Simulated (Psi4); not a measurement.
# One shape, several levels: doublet C3HN−

Aim: a comparison of 3 runs (UDSD-PBEP86/def2-SVPD, UOMP2/def2-SVPD, UMP3/def2-SVPD) of doublet C3HN−. 

The calculation is run with Psi4 1.11.

## (1) The molecule

The species is C3HN− (5 atoms), meant as a doublet with charge -1. SMILES of the parent species: `C#CC#N`. Geometry: relaxed at PBE0-D4/def2-TZVP. That shape belongs to the parent species and isn't relaxed for this state.

Bond lengths: C1–C2 1.201 Å, C2–C3 1.369 Å, C3–N4 1.154 Å, C1–H5 1.066 Å. Angles: C1–C2–C3 180.0°, C2–C3–N4 180.0°, C2–C1–H5 179.9°.

## (2) The energy at UDSD-PBEP86/def2-SVPD (density fitting for correlation) (run 1)

job.dat

```
memory 1600 MB

molecule {
  -1 2
  C     -0.26040426     2.36782683     0.28119125
  C     -0.00056692     0.13020213     0.00396842
  C      0.29763186    -2.41998328    -0.31180481
  N      0.55009927    -4.57011366    -0.57750030
  H     -0.49246263     4.35298413     0.52591078
  units bohr
  symmetry c1
}

set basis def2-SVPD
set reference uks
set puream true
set e_convergence 1e-09
set d_convergence 1e-08
set scf_type pk
set dft_radial_points 99
set dft_spherical_points 590
set num_frozen_docc 4
set maxiter 100

e = energy("dsd-pbep86")
print_variables()
```

Run with:

```sh
psi4 -i job.dat -o job.out -n 1
```

job.out:

```text
[...]
  Running in c1 symmetry.
[...]
  Nuclear repulsion =   77.250015157316142
[...]
  Multiplicity = 2
[...]
  Nalpha       = 14
  Nbeta        = 13
[...]
    Number of basis functions: 88
[...]
   @UKS iter   1:  -168.61869622824040   -8.13901e-01   5.83059e-03 ADIIS/DIIS
[...]
   @UKS iter  20:  -168.77760667792714   -1.20792e-11   9.06944e-09 DIIS
[...]
   @S^2 Observed:                7.777917270E-01
[...]
    Orbital Energies [Eh]
    ---------------------
    Alpha Occupied:
       1A    -14.899216     2A    -10.683776     3A    -10.668211
       4A    -10.656968     5A     -0.888649     6A     -0.742187
       7A     -0.582414     8A     -0.441691     9A     -0.293885
      10A     -0.285875    11A     -0.259234    12A     -0.192299
      13A     -0.150853    14A      0.045350
    Alpha Virtual:
      15A      0.216757    16A      0.254559    17A      0.257171
      18A      0.311766    19A      0.376725    20A      0.393845
      21A      0.405368    22A      0.456654    23A      0.456698
      24A      0.471503    25A      0.471614    26A      0.472927
[...]
  @UKS Final Energy:  -168.77760667792714
   => Energetics <=
    Nuclear Repulsion Energy =             77.2500151573161418
    One-Electron Energy =                -386.0313565643095330
    Two-Electron Energy =                 146.7403702761537545
    DFT Exchange-Correlation Energy =      -6.7366355470874693
    Empirical Dispersion Energy =           0.0000000000000000
    VV10 Nonlocal Energy =                  0.0000000000000000
    Total Energy =                       -168.7776066779271389
[...]
 Multipole Moments:
 ------------------------------------------------------------------------------------
     Multipole            Electronic (a.u.)      Nuclear  (a.u.)        Total (a.u.)
 ------------------------------------------------------------------------------------
 L = 1.  Multiply by 2.5417464519 to convert [e a0] to [Debye]
 Dipole X            :          0.2198428           -0.3192847           -0.0994419
 Dipole Y            :         -1.8887362            2.7353105            0.8465742
 Dipole Z            :         -0.2337996            0.3381480            0.1043483
 Magnitude           :                                                    0.8587580
[...]
```

Run time: 33 s. Hardware: 1 thread of AMD EPYC 7R43 (Zen 3), shared host; peak memory 0.97 GiB.

## (3) A single-point energy at UOMP2/def2-SVPD (density fitting for correlation) (run 2)

c3hn.dat

```
memory 1600 mb

molecule {
  -1 2
  C     -0.137800     1.253000     0.148800
  C     -0.000300     0.068900     0.002100
  C      0.157500    -1.280600    -0.165000
  N      0.291100    -2.418400    -0.305600
  H     -0.260600     2.303500     0.278300
  symmetry c1
}

set basis def2-SVPD
set reference uhf
set puream true
set e_convergence 1e-09
set d_convergence 1e-08
set scf_type pk
set num_frozen_docc 4
set maxiter 100

e = energy("omp2")
```

Run with:

```sh
psi4 c3hn.dat c3hn.out -n 1
```

c3hn.out:

```text
[...]
  Running in c1 symmetry.
[...]
  Nuclear repulsion =   77.250015080974137
[...]
  Multiplicity = 2
[...]
  Nalpha       = 14
  Nbeta        = 13
[...]
    Number of basis functions: 88
[...]
   @UHF iter   1:  -168.25075393732601   -1.02297e+00   4.93984e-03 DIIS/ADIIS
[...]
   @UHF iter  25:  -168.36959684370714   -1.15961e-11   9.16721e-09 DIIS
[...]
   @S^2 Observed:                8.020987946E-01
[...]
    Orbital Energies [Eh]
    ---------------------
    Alpha Occupied:
       1A    -15.334068     2A    -11.052760     3A    -11.035681
       4A    -11.026155     5A     -0.991794     6A     -0.831974
       7A     -0.656270     8A     -0.502419     9A     -0.350428
      10A     -0.347929    11A     -0.297590    12A     -0.240592
      13A     -0.183434    14A      0.015833
    Alpha Virtual:
      15A      0.238114    16A      0.278050    17A      0.309912
      18A      0.337241    19A      0.416888    20A      0.435785
      21A      0.439331    22A      0.499279    23A      0.499613
      24A      0.505770    25A      0.514912    26A      0.516019
[...]
  @UHF Final Energy:  -168.36959684370714
   => Energetics <=
    Nuclear Repulsion Energy =             77.2500150809741370
    One-Electron Energy =                -385.8683954342299103
    Two-Electron Energy =                 140.2487835095486162
    Total Energy =                       -168.3695968437071429
  UHF NO Occupations:
  HONO-2 :   12  A 1.9983678
  HONO-1 :   13  A 1.9800106
[...]
 Multipole Moments:
 ------------------------------------------------------------------------------------
     Multipole            Electronic (a.u.)      Nuclear  (a.u.)        Total (a.u.)
 ------------------------------------------------------------------------------------
 L = 1.  Multiply by 2.5417464519 to convert [e a0] to [Debye]
 Dipole X            :          0.2142465           -0.3192847           -0.1050382
 Dipole Y            :         -1.8403708            2.7353105            0.8949397
 Dipole Z            :         -0.2278173            0.3381480            0.1103306
 Magnitude           :                                                    0.9078122
[...]
	Warning: cc_lambda option is changed to TRUE
	For this residual convergence, default PCG convergence is:     1.00e-07
[...]
	DF-SCS-MP2 Total Energy (a.u.)     :  -168.89343188232607
	DF-SOS-MP2 Total Energy (a.u.)     :  -168.88340501433277
[...]
	DF-SCS-OMP2 Total Energy (a.u.)    :  -168.90586536064438
	DF-SOS-OMP2 Total Energy (a.u.)    :  -168.85292198595093
	DF-SCS(N)-OMP2 Total Energy (a.u.) :  -168.63306917941347
[...]
	DF-OMP2 Total Energy (a.u.)        :  -168.92851980615745
[...]
```

Run time: 43 s. Hardware: 1 thread of AMD EPYC 7R43 (Zen 3), shared host; peak memory 0.29 GiB.

## (4) The energy at UMP3/def2-SVPD (run 3)

run.py

```python
import psi4

psi4.set_memory(1600000000)
psi4.set_num_threads(1)
psi4.set_output_file('output.dat', False)

geom = psi4.geometry("""
-1 2
C     -0.137800     1.253000     0.148800
C     -0.000300     0.068900     0.002100
C      0.157500    -1.280600    -0.165000
N      0.291100    -2.418400    -0.305600
H     -0.260600     2.303500     0.278300
units angstrom
symmetry c1
no_reorient
no_com
""")

psi4.set_options({
    'reference': 'uhf',
    'puream': True,
    'e_convergence': 1e-09,
    'd_convergence': 1e-08,
    'scf_type': 'pk',
    'num_frozen_docc': 4,
    'maxiter': 100,
    'mp_type': 'conv',
})

e, wfn = psi4.energy("mp3/def2-SVPD", molecule=geom, return_wfn=True)
print(f'mp3/def2-SVPD energy: {e:.10f} Eh')
```

Run with:

```sh
python run.py
```

output.dat:

```text
[...]
  Running in c1 symmetry.
[...]
  Nuclear repulsion =   77.250015080974151
[...]
  Multiplicity = 2
[...]
  Nalpha       = 14
  Nbeta        = 13
[...]
    Number of basis functions: 88
[...]
   @UHF iter   1:  -168.25075393264353   -1.02297e+00   4.93984e-03 ADIIS/DIIS
[...]
   @UHF iter  25:  -168.36959685566387   -1.15961e-11   9.16098e-09 DIIS
[...]
   @S^2 Observed:                8.020988062E-01
[...]
    Orbital Energies [Eh]
    ---------------------
    Alpha Occupied:
       1A    -15.334068     2A    -11.052760     3A    -11.035681
       4A    -11.026155     5A     -0.991795     6A     -0.831974
       7A     -0.656270     8A     -0.502419     9A     -0.350428
      10A     -0.347929    11A     -0.297590    12A     -0.240592
      13A     -0.183434    14A      0.015833
    Alpha Virtual:
      15A      0.238114    16A      0.278050    17A      0.309912
      18A      0.337241    19A      0.416888    20A      0.435785
      21A      0.439330    22A      0.499279    23A      0.499613
      24A      0.505770    25A      0.514912    26A      0.516019
[...]
  @UHF Final Energy:  -168.36959685566387
   => Energetics <=
    Nuclear Repulsion Energy =             77.2500150809741513
    One-Electron Energy =                -385.8683948466098173
    Two-Electron Energy =                 140.2487829099717942
    Total Energy =                       -168.3695968556638718
  UHF NO Occupations:
  HONO-2 :   12  A 1.9983678
  HONO-1 :   13  A 1.9800106
[...]
 Multipole Moments:
 ------------------------------------------------------------------------------------
     Multipole            Electronic (a.u.)      Nuclear  (a.u.)        Total (a.u.)
 ------------------------------------------------------------------------------------
 L = 1.  Multiply by 2.5417464519 to convert [e a0] to [Debye]
 Dipole X            :         -3.8331088            3.5781964           -0.2549124
 Dipole Y            :         29.2146523          -27.1695374            2.0451150
 Dipole Z            :          3.9413160           -3.6764622            0.2648538
 Magnitude           :                                                    2.0778891
[...]
	SCS-MP2 Total Energy (a.u.)        :  -168.89373909296404
	SOS-MP2 Total Energy (a.u.)        :  -168.88380907883570
[...]
	SOS-PI-MP2 Total Energy (a.u.)     :  -168.92336386523354
[...]
	MP2 Total Energy (a.u.)            :  -168.91359912122070
[...]
	SCS-MP3 Total Energy (a.u.)        :  -168.89582043212951
[...]
	MP3 Total Energy (a.u.)            :  -168.92192447788258
[...]
```

Standard output:

```text
mp3/def2-SVPD energy: -168.9219244779 Eh
```

It took 23 s on 1 thread of AMD EPYC 7R43 (Zen 3), shared host; peak memory 0.71 GiB.

## (5) The series

| run | level | integration grid | fitting correlation | energy (Eh) | HOMO energy (eV) | LUMO energy (eV) | ⟨S²⟩ | wall time |
| --- | --- | --- | --- | --- | --- | --- | --- | --- |
| 1 | UDSD-PBEP86/def2-SVPD (density fitting for correlation) | 99 radial × 590 angular | density fitting | -169.068389 | 1.23 | 5.90 | 0.778 | 33 s |
| 2 | UOMP2/def2-SVPD (density fitting for correlation) | – | density fitting | -168.928520 | 0.43 | 6.48 | 0.802 | 43 s |
| 3 | UMP3/def2-SVPD | – | none | -168.921924 | 0.43 | 6.48 | 0.802 | 23 s |

## (6) Summary of results

| quantity | value |
| --- | --- |
| run 3: total energy | -168.92192 Eh |
| run 3: HOMO energy (Hartree–Fock orbitals) (highest over α and β) | 0.43 eV |
| run 3: LUMO energy (Hartree–Fock orbitals) (lowest over α and β) | 6.48 eV |
| run 3: correlation energy (4 core orbitals frozen) | -552.3 mEh |
| run 3: ⟨S²⟩ of the reference determinant | 0.802 |

In words: In runs 1, 2, 3 the HOMO lies above zero, so the outermost electron may be held by the basis alone. All runs together took 100 s, the longest 43 s.
